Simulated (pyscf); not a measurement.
# Four-centre exchange: H₃C–ZnH (SMILES [CH3][ZnH]) + H₂S (SMILES S) → H₃C–Zn–SH (SMILES [CH3][Zn][SH]) + H₂ (SMILES [H][H])

Gas phase, singlet surface, charge 0. Bonds broken: Zn2–H6, S7–H8. Bonds formed: Zn2–S7, H6–H8. Optimised with ωB97X-D3(BJ)/def2-SVP in PySCF.

Transition state (Å):

```xyz
9

C      0.7695     0.6260    -0.8707
Zn    -0.1317     0.1037     0.7733
H      1.6897     1.1979    -0.6734
H      0.1072     1.2466    -1.4964
H      1.0406    -0.2648    -1.4609
H     -0.0881     0.0923     2.5127
S     -2.2672    -1.0196     1.3741
H     -1.0503    -0.4183     2.2999
H     -2.9196     0.1610     1.4013
```

One imaginary mode, 1214i cm⁻¹; descent along it reached the two sides named, in the forms told below.

| bond | change | reactant side (Å) | saddle | product side |
|---|---|---|---|---|
| Zn2–H6 | breaks | 1.560 | 1.740 | 3.4 |
| S7–H8 | breaks | 1.346 | 1.643 | 3.0 |
| Zn2–S7 | forms | 2.8 | 2.487 | 2.187 |
| H6–H8 | forms | 3.3 | 1.110 | 0.762 |

Electronic energies relative to the separated reactants (kJ/mol):

```
level                   barrier  reaction energy  reverse barrier
----------------------  -------  ---------------  ---------------
ωB97X-D3(BJ)/def2-TZVP     59.9            -90.8            150.7
PBE/def2-TZVP              43.6            -81.9            125.5
r²SCAN/def2-TZVP           42.6            -87.1            129.7
B3LYP-D3(BJ)/def2-TZVP     61.4            -82.3            143.7
PBE0-D3(BJ)/def2-TZVP      47.0            -84.2            131.2
M06-2X/def2-TZVP           52.4            -96.7            149.2
ωB97M-D3(BJ)/def2-TZVP     71.9            -77.0            148.9
HF/def2-TZVP              121.7            -72.7            194.4
```

With ωB97M-D3(BJ)/def2-TZVP energies and thermal terms (ideal gas, 1 atm, RRHO with modes under 100 cm⁻¹ raised to 100, one conformer, R ln 2 for rigid chiral ones), in kJ/mol:

| T (K) | ΔH‡ | ΔG‡ | ΔH | ΔG |
|---|---|---|---|---|
| 298 | 68.6 | 106.4 | -78.7 | -75.8 |
| 600 | 70.1 | 144.3 | -73.8 | -75.0 |
| 900 | 73.2 | 180.8 | -70.6 | -76.3 |
| 1200 | 76.5 | 216.1 | -68.5 | -78.6 |

On the reactant side the descent ends in a complex, 25.2 kJ/mol under the separated species and 85.2 kJ/mol under the saddle at ωB97X-D3(BJ)/def2-TZVP. One saddle was located; it need not be the lowest between these sides. Elements up to Kr have no core potential and no relativistic terms here.
